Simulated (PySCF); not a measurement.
Compound: Al(H2S)H3.
Structure used (PBE0-D3(BJ)/def2-SVP), in Å, numbered top down from 1:
```xyz
7
AlH5S angstrom
Al     0.1265   -0.2162   -1.0861
S      0.1409   -0.2355    1.4885
H      0.5227    1.0456    1.6905
H     -1.1657    0.0457    1.6923
H      1.7169   -0.1985   -1.2464
H     -0.6749    1.1539   -1.2940
H     -0.6664   -1.5950   -1.2447
```

Theory: TDDFT wB97X-D/def2-SVPD, vertical, gas phase, core orbitals frozen in the response in PySCF 2.14.0, density-fitted response routines.

Each state is given a Gaussian of 0.4 eV full width at half maximum, with ε(max) = 2.175×10⁸ f / Δν̃ (Δν̃ the width in cm⁻¹). The width is an assumption, not a result. The curve ends short of the highest state used, and states not computed would add to its high-energy end.

(E (eV), ε (L mol⁻¹ cm⁻¹)): (5.82, 0), (5.89, 2), (5.97, 7), (6.05, 24), (6.13, 64), (6.21, 138), (6.29, 245), (6.37, 358), (6.45, 431), (6.53, 437), (6.61, 407), (6.69, 447), (6.77, 733), (6.85, 1464), (6.93, 2788), (7.00, 4467), (7.08, 6934), (7.16, 9838), (7.24, 12730), (7.32, 14669), (7.40, 14597), (7.48, 12225), (7.56, 8466), (7.64, 4795), (7.72, 2210), (7.80, 836), (7.88, 302), (7.96, 276), (8.04, 790), (8.11, 2151)

(1) Where are the band maxima, and which computed states make them?

(2) Coming from long wavelengths, where does ε first pass 100 L mol⁻¹ cm⁻¹?

(3) On this curve, what absorbance would a 10⁻⁴ mol/L sample give at 193 nm over a 1 cm path?

Answers

(1) 191 nm (6.50 eV), ε about 440, made up of S1 (38%) and S2 (59%); 168 nm (7.36 eV), ε about 15000, made up of S7 (25%) and S8 (68%) (ε in L mol⁻¹ cm⁻¹; maxima over ε = 5, shares over 10%). At its high-energy end, 8.11 eV, the curve is still rising (ε about 2200, from S10, S12, S13 and S14). The states used: S1 6.42 eV (f 0.0028); S2 6.53 eV (f 0.0039); S3 6.79 eV (f 0.0004); S4 7.02 eV (f 0.0001); S5 7.07 eV (f 0.015); S6 7.11 eV (f 0.037); S7 7.29 eV (f 0.060); S8 7.41 eV (f 0.158); S9 7.87 eV (f 0.0001); S10 8.35 eV (f 0.016); S11 8.42 eV (f 0.014); S12 8.52 eV (f 0.233); S13 8.58 eV (f 0.317); S14 8.63 eV (f 0.371); S15 8.71 eV (f 0.362).

(2) At about 201 nm (6.18 eV), 0.24 eV below S1.

(3) 193 nm is 6.424 eV, where ε is about 410 L mol⁻¹ cm⁻¹, so A = ε c l ≈ 0.041 (Beer–Lambert, with the gas-phase spectrum and the assumed width).
